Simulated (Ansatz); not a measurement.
Results of PBE0 (Ansatz, a first-principles code, plane waves, PAW) for rutile SnO₂.

Settings: plane-wave cutoff 520 eV, 6×6×8 k mesh (along the axes of the cell as run), scalar-relativistic PAW data made under PBE.

Cell (relaxed at this level):

```yaml
crystal:
  lattice:
    - [4.75371, 0.00000, 0.00000]
    - [0.00000, 4.75371, 0.00000]
    - [0.00000, 0.00000, 3.18853]
  atoms:
    - { symbol: Sn, position: [0.00000, 0.00000, 0.00000] }
    - { symbol: Sn, position: [0.50000, 0.50000, 0.50000] }
    - { symbol: O, position: [0.30610, 0.30610, 0.00000] }
    - { symbol: O, position: [0.80610, 0.19390, 0.50000] }
    - { symbol: O, position: [0.19390, 0.80610, 0.50000] }
    - { symbol: O, position: [0.69390, 0.69390, 0.00000] }
```

**Question.** Give the computed Voigt–Reuss–Hill bulk modulus, elastic constant C11, Young modulus, elastic constant C33, elastic constant C66, elastic constant C12, elastic constant C13 and elastic constant C44.

**Answer.** 
Voigt–Reuss–Hill bulk modulus: 212 GPa
elastic constant C11: 261 GPa
Young modulus: 263 GPa
elastic constant C33: 456 GPa
elastic constant C66: 207 GPa
elastic constant C12: 175 GPa
elastic constant C13: 156 GPa
elastic constant C44: 102 GPa

Measured, for comparison: elastic constant C11 262 GPa, elastic constant C33 450 GPa, elastic constant C66 207 GPa, elastic constant C12 177 GPa, elastic constant C13 156 GPa, elastic constant C44 103 GPa (temperature not stated, not corrected to a static lattice; as tabulated in Oses et al. (2018), arXiv:1811.08464). Computed (rounded) less measured: elastic constant C11 -0.4 %, elastic constant C33 +1 %, elastic constant C66 0.0 %, elastic constant C12 -1 %, elastic constant C13 0.0 %, elastic constant C44 -1.0 %. A static lattice is as a rule a little smaller and stiffer than an uncorrected measurement, which narrows the difference in the elastic constant C33 and would widen misses of the other sign.

Elastic constants are with the ions relaxed.

Spin–orbit coupling is not included.
